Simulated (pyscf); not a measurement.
# Concerted two-bond exchange: `[CH2][Br]` [doublet] + `[FH]` -> `[CH3][F]` + `[Br]` [doublet]

Gas phase, doublet surface, charge 0. Bonds broken: C1–Br2, H3–F6. Bonds formed: C1–H3, C1–F6. Optimised with ωB97X-D3(BJ)/def2-SVP in PySCF. MP2 and CC: frozen core, UHF for open shells. ΔMP2 is the change of the MP2 total energy from the triple- to the quadruple-zeta basis.

Transition state (Å):

```xyz
6

C      0.1550     0.0769    -0.1043
Br     1.4267     1.0273    -1.5703
H      0.6407     0.7869     0.5968
H     -0.8176     0.3086    -0.5329
H      0.5180    -0.9452    -0.1879
F     -0.4701    -0.1251     1.5807
```

One imaginary mode, 1015i cm⁻¹; descent along it reached the two sides named.

```json
[
 {"bond": "C1–Br2", "change": "breaks", "reactant side (Å)": "1.840", "saddle": "2.161", "product side": "3.6"},
 {"bond": "H3–F6", "change": "breaks", "reactant side (Å)": "0.928", "saddle": "1.742", "product side": "2.033"},
 {"bond": "C1–H3", "change": "forms", "reactant side (Å)": "2.171", "saddle": "1.110", "product side": "1.103"},
 {"bond": "C1–F6", "change": "forms", "reactant side (Å)": "2.9", "saddle": "1.809", "product side": "1.372"}
]
```

Electronic energies relative to the separated reactants (kcal/mol):

| level | barrier | reaction energy | reverse barrier |
|---|---|---|---|
| ωB97X-D3(BJ)/def2-TZVP | 38.8 | -7.7 | 46.5 |
| PBE/def2-TZVP | 26.3 | -4.0 | 30.3 |
| r²SCAN/def2-TZVP | 31.6 | -2.9 | 34.5 |
| B3LYP-D3(BJ)/def2-TZVP | 31.9 | -7.6 | 39.6 |
| PBE0-D3(BJ)/def2-TZVP | 35.3 | -5.1 | 40.4 |
| M06-2X/def2-TZVP | 40.7 | -10.8 | 51.5 |
| ωB97M-D3(BJ)/def2-TZVP | 38.5 | -9.6 | 48.0 |
| HF/def2-TZVP | 50.8 | -15.2 | 66.0 |
| MP2/def2-QZVPP | 57.7 | -2.4 | 60.2 |
| CCSD/def2-TZVPP | 47.2 | -6.8 | 54.0 |
| CCSD(T)/def2-TZVPP | 44.3 | -5.6 | 49.9 |
| CCSD(T)/def2-TZVPP + ΔMP2(QZVPP) | 45.1 | -4.2 | 49.3 |

With CCSD(T)/def2-TZVPP + ΔMP2(QZVPP) energies and thermal terms (ideal gas, 1 atm, RRHO with modes under 100 cm⁻¹ raised to 100, one conformer, R ln 2 for chiral ones without a mode under 150 cm⁻¹), in kcal/mol:

| T (K) | ΔH‡ | ΔG‡ | ΔH | ΔG |
|---|---|---|---|---|
| 298 | 46.8 | 56.2 | -0.3 | +2.6 |
| 600 | 46.0 | 66.1 | -1.3 | +6.1 |
| 900 | 45.9 | 76.3 | -1.6 | +9.8 |
| 1200 | 45.9 | 86.4 | -1.5 | +13.7 |

This saddle turned up in a search for another step; its sides and bond changes are read from the two ends of the descent. One saddle was located; it need not be the lowest between these sides. The CCSD(T) − MP2 part came from Ansatz, without density fitting, on the same reference. A UHF reference is spin-contaminated (<S²> up to 0.89), which harms MP2 most. The frozen core leaves the outer d or s,p core shells of the metals and heavy elements correlated in the MP2 and CC values, and def2-TZVPP describes them poorly, which can shift differences by a few kcal/mol. Left out: orbital degeneracy and the spin-orbit lowering of Br, which is large for Br, Se, Te and I. Elements up to Kr have no core potential and no relativistic terms here.
